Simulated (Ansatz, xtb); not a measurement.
**CH3NSi−: where a starting geometry ends**

The starting geometry of this gas-phase doublet has its atoms placed at random.

```xyz
6

C     1.0231   -0.5466   -0.4675
N    -0.6084   -0.8661   -1.6175
Si   -0.3764    0.7095    0.1627
H     0.6036    0.3395    1.8659
H     0.4129   -0.7558    1.1883
H     1.3311    1.2293   -0.3804
```

Task: Guess where an optimisation with r2SCAN-D4/def2-SVPD ends from this start.

Result: It loosens into CHNSi + H2, which stay close as a complex (formulas without charges). Contacts that open: C1–Si3 (1.98 → 3.01 Å). Contacts that close: C1–N2 (2.02 → 1.19 Å), N2–Si3 (2.39 → 1.84 Å), Si3–H6 (1.87 → 1.55 Å), H4–H5 (1.30 → 0.77 Å).

The energy falls by 9.31 eV over 34 steps:

```
step  E − E(last) (eV)
   1             9.306
   5             2.019
   8             0.918
  12             0.760
  16             0.657
  19             0.129
  23             0.006
  27             0.001
  30             0.000
  34             0.000
```

Final geometry (Å):

```xyz
6

C     0.4174   -1.7254   -1.2506
N     0.1430   -0.5936   -1.0306
Si   -0.5305    1.0639   -0.6199
H     0.9434   -0.3836    2.5237
H     0.5766   -0.0102    1.9628
H     0.8360    1.7587   -0.8337
```

From the same start GFN2-xTB ends elsewhere, at `[H]/[C]=N\[SiH2-]`.

From so rough a start the end depends on the optimiser's path, so another program may land elsewhere. The end wasn't checked by frequencies. Open shells are spin-unrestricted. Run with Ansatz 0.2.0, 99 s on 2 threads of Intel(R) Xeon(R) Platinum 8259CL CPU @ 2.50GHz (Skylake/Cascade Lake), with other jobs on the host.
